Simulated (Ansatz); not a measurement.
**Relaxing Zn3H**

The calculation used DFT PBE, scalar-relativistic, plane waves, PAW in Ansatz 0.2.0. Cutoff 420 eV, Γ-centred k mesh, Gaussian smearing, no spin polarisation in the final step.

The start puts Zn3H on the Cu3Au (L1_2) structure type (Pm-3m, No. 221), with H in place of Au, Zn in place of Cu, at a guessed volume.

```xyz
4
Lattice="3.6138 0.0000 0.0000 0.0000 3.6138 0.0000 0.0000 0.0000 3.6138" Properties=species:S:1:pos:R:3 pbc="T T T"
Zn    0.0000    1.8069    1.8069
Zn    1.8069    0.0000    1.8069
Zn    1.8069    1.8069    0.0000
H     0.0000    0.0000    0.0000
```

Cell and atoms relax at zero pressure; the relaxation can't lower the symmetry of the start. After a coarse first stage the cell is made exact in the group found at 0.06 Å.

The zero of energy is the elements' standard structures at the same level (H₂ as a molecule); no fitted shifts are applied.

Problem. Which crystal results?

Solution. It keeps Pm-3m (No. 221). The result has the Cu3Au (L1_2) structure. Conventional cell: a = 3.790 Å. Zn has 4 H at 2.68 Å and 8 Zn at 2.68 Å; H is coordinated by 12 Zn at 2.68 Å.

```
Zn H
1.0
     3.78978    0.00000    0.00000
     0.00000    3.78978    0.00000
     0.00000    0.00000    3.78978
Zn H
3 1
Direct
  0.00000 0.50000 0.50000
  0.50000 0.00000 0.50000
  0.50000 0.50000 0.00000
  0.00000 0.00000 0.00000
```

Problem. What are its volume, energy, density and gap?

Solution. The volume per atom is 13.61 Å³. The density is 6.01 g/cm³ and the energy over the elements is 0.49 eV/atom. The gap on the 12×12×12 mesh is 0 eV (a metal).

The final run used a 12×12×12 mesh on its 4-atom cell and 0.10 eV smearing. For metals, differences of a few meV/atom aren't resolved. Symmetry constrained the relaxation, so the result can be a saddle point. The steps took about 40 core-seconds in all.

Cost: 3 runs of about 0.6 core-minutes in all, on Intel Xeon 6975P-C (Granite Rapids) (shared hosts).